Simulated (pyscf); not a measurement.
## Routes from H₃C–CH₂–GaH₂

Candidate steps break at most two bonds and form at most two. Each was searched with GFN2-xTB (tblite) first. Optimised with ωB97X-D3(BJ)/def2-SVP in PySCF. Energies: ωB97M-D3(BJ)/def2-TZVP, kJ/mol, from the reactant's lowest minimum found, singlet surface; ΔG‡ with ideal gas, 1 atm, RRHO with modes under 100 cm⁻¹ raised to 100, one conformer, R ln 2 for chiral ones without a mode under 150 cm⁻¹.

| products | type | ΔE‡ | ΔE | ΔG‡ 298 K | ΔG‡ 900 K | ν‡ (cm⁻¹) |
|---|---|---|---|---|---|---|
| H₃C–CH₂–Ga [singlet] + H₂ | 1,1-elimination | 261.8 | +76.0 | 254.7 | 258.4 | 1427i |
| H₃C–GaH–CH₃ | concerted two-bond exchange | 334.1 | -45.8 | 318.4 | 316.1 | 407i |

Plain bond fissions and candidates not yet searched are not listed, and one of them may be faster. Each barrier is that of the saddle found; lower ones may exist. Elements up to Kr have no core potential and no relativistic terms here.
